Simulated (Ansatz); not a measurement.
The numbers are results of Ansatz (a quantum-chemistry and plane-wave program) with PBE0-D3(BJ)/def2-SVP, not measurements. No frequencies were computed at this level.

Ansatz 0.2 input:
```yaml
crystal:
  periodic: [false, false, false]
  atoms:
    - { symbol: C, position_ang: [-0.359647, -0.02696, 0.042492] }
    - { symbol: O, position_ang: [0.899176, -0.276445, -0.532356] }
    - { symbol: H, position_ang: [-0.396364, -0.343291, 1.090676] }
    - { symbol: H, position_ang: [-1.081182, -0.609539, -0.527201] }
    - { symbol: H, position_ang: [-0.630687, 1.032655, -0.019616] }
    - { symbol: H, position_ang: [1.568705, 0.223578, -0.053995] }
basis:
  gaussian: { orbitals: def2-svp }
hamiltonian:
  xc: pbe0
  dispersion: d3bj
relax:
  max_steps: 150
```

Output:

```
Functional definition: PBE0
525 factors; integrals over basis functions are off by at most 2.3e-4 eV
mean field evaluation 1: about -3139.5731 eV, gradient 4.0e1 eV
mean field evaluation 2: about -3138.4041 eV, gradient 4.9e1 eV
mean field evaluation 4: about -3142.8600 eV, gradient 1.4e0 eV
mean field evaluation 8: about -3142.8637 eV, gradient 2.0e-3 eV
mean field -3142.86370043 eV, -115.4981106813 hartree, gradient 4.8e-5 eV, S^2 0.000000; 0 other end points of the search recorded, 0 dependent functions left out
reference -3142.86371702 eV, -115.4981112911 hartree; 9, 9 occupied and 39, 39 virtual orbitals, 525 factors
relax step   1: F+E_penalty+E_count = -3142.90465906 eV  Δ(F+E_penalty+E_count) = +0.000e0 eV  max|allowed force component| = 9.564e-1 eV/Å  Δτ_max = 0.0000 Å  (22 SCF iters, accepted)
these checks for a lower state are left out or cut short: starts, cluster_reference, orbital_swaps, neighbouring_geometries, increment
525 factors; integrals over basis functions are off by at most 2.4e-4 eV
mean field evaluation 16: about -3142.8772 eV, gradient 2.2e-2 eV
mean field -3142.87720458 eV, -115.4986069495 hartree, gradient 1.6e-5 eV, S^2 0.000000; 0 other end points of the search recorded, 0 dependent functions left out
reference -3142.87722104 eV, -115.4986075545 hartree; 9, 9 occupied and 39, 39 virtual orbitals, 525 factors
relax step   2: F+E_penalty+E_count = -3142.91813820 eV  Δ(F+E_penalty+E_count) = -1.348e-2 eV  max|allowed force component| = 4.273e-1 eV/Å  Δτ_max = 0.0120 Å  (23 SCF iters, accepted)
these checks for a lower state are left out or cut short: starts, cluster_reference, orbital_swaps, neighbouring_geometries, increment
525 factors; integrals over basis functions are off by at most 2.5e-4 eV
mean field -3142.87957317 eV, -115.4986939935 hartree, gradient 1.6e-5 eV, S^2 0.000000; 0 other end points of the search recorded, 0 dependent functions left out
reference -3142.87958952 eV, -115.4986945945 hartree; 9, 9 occupied and 39, 39 virtual orbitals, 525 factors
relax step   3: F+E_penalty+E_count = -3142.92050826 eV  Δ(F+E_penalty+E_count) = -2.370e-3 eV  max|allowed force component| = 1.608e-2 eV/Å  Δτ_max = 0.0086 Å  (23 SCF iters, accepted)
these checks for a lower state are left out or cut short: starts, cluster_reference, orbital_swaps, neighbouring_geometries, increment
525 factors; integrals over basis functions are off by at most 2.5e-4 eV
mean field -3142.87958500 eV, -115.4986944283 hartree, gradient 2.6e-5 eV, S^2 0.000000; 0 other end points of the search recorded, 0 dependent functions left out
reference -3142.87960134 eV, -115.4986950291 hartree; 9, 9 occupied and 39, 39 virtual orbitals, 525 factors
relax step   4: F+E_penalty+E_count = -3142.92052065 eV  Δ(F+E_penalty+E_count) = -1.239e-5 eV  max|allowed force component| = 1.981e-3 eV/Å  Δτ_max = 0.0006 Å  (17 SCF iters, accepted)
525 factors; integrals over basis functions are off by at most 2.5e-4 eV
mean field evaluation 32: about -3142.8796 eV, gradient 2.6e-5 eV
mean field -3142.87958500 eV, -115.4986944283 hartree, gradient 2.6e-5 eV, S^2 0.000000; 1 other end points of the search recorded, 0 dependent functions left out
reference -3142.87960134 eV, -115.4986950291 hartree; 9, 9 occupied and 39, 39 virtual orbitals, 525 factors
Total energy: -3142.92053700 eV, -115.5001993866 hartree
Atom 0 at    -0.339863    -0.028450     0.036470 Å, force     0.000347    -0.000243    -0.000375 eV/Å
Atom 1 at     0.908530    -0.279852    -0.538553 Å, force     0.000114     0.001618     0.001981 eV/Å
Atom 2 at    -0.406364    -0.344374     1.096495 Å, force    -0.000038     0.000064     0.000684 eV/Å
Atom 3 at    -1.089324    -0.607689    -0.523191 Å, force    -0.001434    -0.001165    -0.001141 eV/Å
Atom 4 at    -0.641513     1.036424    -0.017711 Å, force    -0.000136     0.000638     0.000221 eV/Å
Atom 5 at     1.568534     0.223940    -0.053511 Å, force     0.001146    -0.000911    -0.001371 eV/Å
Dipole moment:    -0.024738     0.211793     0.267689 e Å
```

Cost: very roughly 6 core-seconds.
